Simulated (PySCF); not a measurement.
Which proton of butyronitrile is most acidic?

Parent: butyronitrile, `CCCC#N` (C4H7N). Atom numbers as in the mapped SMILES `[CH3:1][CH2:2][CH2:3][C:4]#[N:5]`.

Level of theory: M06-2X/ma-def2-TZVP single points in PySCF, grid level 3; every species was optimised with PBE0-D3(BJ)/ma-def2-SVP. Thermal corrections: GFN2-xTB frequencies, unscaled, ideal gas at 298.15 K and 1 bar, quasi-RRHO entropy. These were taken at the GFN2-xTB minima.

```
                        site     product  ΔH(acid) / kJ/mol  ΔG(acid) / kJ/mol  gas share  above best in diethyl ether / kJ/mol  above best in toluene / kJ/mol
C3 (carbon α to the nitrile)  CC[CH-]C#N               1557               1524   > 99.9 %                                   0.0                             0.0
       C2 (methylene carbon)  C[CH-]CC#N               1662               1629    < 0.1 %                                 111.4                           109.8
```

ΔH and ΔG refer to AH → A⁻ + H⁺ in the gas phase. Shares are Boltzmann weights among the listed products; an error of 10 kJ/mol changes a ratio about 56-fold. Sites whose products fell apart, merged with another or lost in a GFN2-xTB screen aren't listed. Values in solvent are IEF-PCM free energies relative to the most favourable product.

Of the listed sites C3 (carbon α to the nitrile) is favoured in the gas phase, 105 kJ/mol ahead of C2 in free energy.

In diethyl ether the product from C3 is solvated 171 kJ/mol more strongly than the parent (electrostatics only).

In toluene the product from C3 is solvated 128 kJ/mol more strongly than the parent (electrostatics only).

Vertical detachment energies of the anions: `CC[CH-]C#N` 1.48 eV, `C[CH-]CC#N` 0.93 eV.

Note: C1 is not listed: the run failed or kept an imaginary mode, or the ion rearranged or equalled another.

Run with `OMP_NUM_THREADS=1 python redox_run.py task.json out` on 1 thread of Arm Neoverse V1, a shared host. Structures, frequencies and single points: 5.7 min of wall time.
